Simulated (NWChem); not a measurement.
Program: NWChem. System: hydrogen chloride (HCl), charge 0, spin multiplicity 1, at a geometry optimised with B3LYP/def2-SVP. Level: CR-CCSD(T)/cc-pVTZ, 5 core orbitals frozen.

Part of the output:

```
             Northwest Computational Chemistry Package (NWChem) 7.3.0
             --------------------------------------------------------

                                NWChem Input Module
                                -------------------

 Scaling coordinates for geometry "geometry" by  1.889725989
 (inverse scale =  0.529177249)

 Turning off AUTOSYM since
 SYMMETRY directive was detected!

                             Geometry "geometry" -> ""
                             -------------------------

 Output coordinates in angstroms (scale by  1.889725989 to convert to a.u.)

  No.       Tag          Charge          X              Y              Z
 ---- ---------------- ---------- -------------- -------------- --------------
    1 Cl                  17.0000     0.00000000     0.00000000     0.07164900
    2 H                    1.0000     0.00000000     0.00000000    -1.21803400

 Effective nuclear repulsion energy (a.u.)       6.9753677710

            Nuclear Dipole moment (a.u.)
            ----------------------------
        X                 Y               Z
 ---------------- ---------------- ----------------
     0.0000000000     0.0000000000    -0.0000018897

      Symmetry information
      --------------------

 Group name             C2v
 Group number             16
 Group order               4
 No. of unique centers     2

      Symmetry unique atoms

     1    2


 Summary of "ao basis" -> "" (spherical)
 ------------------------------------------------------------------------------
       Tag                 Description            Shells   Functions and Types
 ---------------- ------------------------------  ------  ---------------------
 *                          cc-pvtz                   on all atoms

 Summary of "ao basis" -> "ao basis" (spherical)
 ------------------------------------------------------------------------------
       Tag                 Description            Shells   Functions and Types
 ---------------- ------------------------------  ------  ---------------------
 Cl                         cc-pvtz                 12       34   5s4p2d1f
 H                          cc-pvtz                  6       14   3s2p1d

                                 NWChem SCF Module
                                 -----------------

  ao basis        = "ao basis"
  functions       =    48
  atoms           =     2
  closed shells   =     9
  open shells     =     0
  charge          =   0.00
[...]
     0   0 0 0     -0.000000      0.000000     18.000000

     1   1 0 0     -0.000000      0.000000      0.000000
     1   0 1 0      0.000000      0.000000      0.000000
     1   0 0 1     -0.505494      0.000000     -0.000002

     2   2 0 0    -10.399952      0.000000      0.000000
     2   1 1 0     -0.000000      0.000000      0.000000
     2   1 0 1     -0.000000      0.000000      0.000000
     2   0 2 0    -10.399952      0.000000      0.000000
     2   0 1 1     -0.000000      0.000000      0.000000
     2   0 0 2     -7.642100      0.000000      5.609705

                   NWChem Extensible Many-Electron Theory Module
                   ---------------------------------------------


            General Information
            -------------------
      Number of processors :     1
         Wavefunction type : Restricted Hartree-Fock
          No. of electrons :    18
           Alpha electrons :     9
            Beta electrons :     9
           No. of orbitals :    96
            Alpha orbitals :    48
             Beta orbitals :    48
        Alpha frozen cores :     5
         Beta frozen cores :     5
     Alpha frozen virtuals :     0
      Beta frozen virtuals :     0
         Spin multiplicity : singlet
    Number of AO functions :    48
       Number of AO shells :    18
        Use of symmetry is : on
      Symmetry adaption is : on
         Schwarz screening : 0.10D-09

          Correlation Information
          -----------------------
          Calculation type : Coupled-cluster singles & doubles w/ perturbation
   Perturbative correction : Completely renormalized (T)
            Max iterations :      100
        Residual threshold : 0.10D-05
     T(0) DIIS level shift : 0.00D+00
     L(0) DIIS level shift : 0.00D+00
     T(1) DIIS level shift : 0.00D+00
     L(1) DIIS level shift : 0.00D+00
     T(R) DIIS level shift : 0.00D+00
     T(I) DIIS level shift : 0.00D+00
   CC-T/L Amplitude update :  5-th order DIIS
                I/O scheme : Global Array Library
        L-threshold :  0.10D-05
        EOM-threshold :  0.10D-05
 no EOMCCSD initial starts read in
 TCE RESTART OPTIONS
 SLICE:      F
 D4D5:       F
 quantumc:   F
 qrotation:  F
 pwtce:      F
 qducc:      F
 nacto:                         0
 nrotv:                         0
 nrot:                          0

            Memory Information
            ------------------
          Available GA space size is     249034496 doubles
          Available MA space size is     104854348 doubles

 Maximum block size supplied by input
 Maximum block size        24 doubles

 tile_dim =     17

 -------------------------------------------------

 Global array virtual files algorithm will be used

 Parallel file system coherency ......... OK

 4-electron integrals stored in orbital form

 v2    file size   =           286362
 4-index algorithm nr.  13 is used
 imaxsize =       30
 imaxsize ichop =        0


CCSD iterations
 ---------------------------------------------------------
 Iter          Residuum       Correlation     Cpu    Wall
 ---------------------------------------------------------
    1   0.1175826196214  -0.2027328839006     0.1     0.1
    2   0.0284862895475  -0.2183898352566     0.1     0.1
    3   0.0090856220536  -0.2217038185569     0.1     0.1
    4   0.0033147360468  -0.2225173476851     0.2     0.2
    5   0.0013102995261  -0.2227703741622     0.2     0.2
    6   0.0001825472183  -0.2229015252597     0.2     0.2
    7   0.0000584283928  -0.2229040579688     0.2     0.2
    8   0.0000233643213  -0.2229043822745     0.2     0.2
    9   0.0000104114382  -0.2229045012630     0.2     0.2
   10   0.0000047042084  -0.2229046074060     0.2     0.2
   11   0.0000006422863  -0.2229046952774     0.2     0.2
 -----------------------------------------------------------------
 Iterations converged
 CCSD correlation energy / hartree =        -0.222904695277418
 CCSD total energy / hartree       =      -460.329441716569761

 Singles contributions

 Doubles contributions
 CR-CCSD(T)

 CR-CCSD[T]  correction energy / hartree =        -0.006640836174629
 CR-CCSD[T] correlation energy / hartree =        -0.229545531452046
 CR-CCSD[T] total energy / hartree       =      -460.336082552744415
 CR-CCSD(T)  correction energy / hartree =        -0.006585578914267
 CR-CCSD(T) correlation energy / hartree =        -0.229490274191685
 CR-CCSD(T) total energy / hartree       =      -460.336027295484030

 Task  times  cpu:        6.9s     wall:        6.9s

 Total times  cpu:        6.9s     wall:        6.9s
```

Q: Write an NWChem input that would produce this output.

A: Several could match; the one computed here: 
```
start mol
memory heap 100 mb stack 700 mb global 1900 mb
geometry units angstroms nocenter noautoz
  Cl     0.000000     0.000000     0.071649
  H      0.000000     0.000000    -1.218034
  symmetry group C2v
end
basis spherical
  * library cc-pvtz
end
scf
  rhf
  nopen 0
  maxiter 100
  thresh 1e-7
  semidirect memsize 60000000 filesize 0
end
tce
  freeze core 5
  cr-ccsd(t)
  2eorb
  2emet 13
  thresh 1e-6
  maxiter 100
  tilesize 24
end
task tce energy
```
